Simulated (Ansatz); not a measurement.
**Relaxing GeW₃**

Theory: DFT PBE, scalar-relativistic, plane waves, PAW (Ansatz). Cutoff 420 eV, Γ-centred k mesh, Gaussian smearing, no spin polarisation in the final step.

The start puts GeW₃ on the Cu3Au (L1_2) structure type (Pm-3m, No. 221), with Ge in place of Au, W in place of Cu, at a guessed volume.

```
Ge W
1.0
     4.00611    0.00000    0.00000
     0.00000    4.00611    0.00000
     0.00000    0.00000    4.00611
Ge W
1 3
Direct
  0.00000 0.00000 0.00000
  0.00000 0.50000 0.50000
  0.50000 0.00000 0.50000
  0.50000 0.50000 0.00000
```

Cell and atoms relax at zero pressure; the relaxation can't lower the symmetry of the start. After a coarse first stage the cell is made exact in the group found at 0.06 Å.

The zero of energy is the elements' standard structures at the same level; no fitted shifts are applied.

Task: Which crystal results?

Result: It keeps Pm-3m (No. 221). The result has the Cu3Au (L1_2) structure. Conventional cell: a = 3.983 Å. Ge is coordinated by 12 W at 2.82 Å; W is coordinated by 4 Ge at 2.82 Å and 8 W at 2.82 Å.

```
Ge W
1.0
     3.98299    0.00000    0.00000
     0.00000    3.98299    0.00000
     0.00000    0.00000    3.98299
Ge W
1 3
Direct
  0.00000 0.00000 0.00000
  0.00000 0.50000 0.50000
  0.50000 0.00000 0.50000
  0.50000 0.50000 0.00000
```

Task: What are its volume, energy, density and gap?

Result: The volume per atom is 15.80 Å³ and the density is 16.40 g/cm³. The energy over the elements is 0.43 eV/atom. The gap on the 12×12×12 mesh is 0 eV (a metal).

The final run used a 12×12×12 mesh on its 4-atom cell and 0.10 eV smearing. The k mesh leaves about 4 meV/atom of noise in metals. Spin–orbit coupling is left out. A structure relaxed within its symmetry needn't be a true minimum. The steps took about 70 core-seconds in all.

Cost: 3 runs of about 1.1 core-minutes in all, on Intel Xeon Platinum 8259CL (Skylake/Cascade Lake) (shared hosts).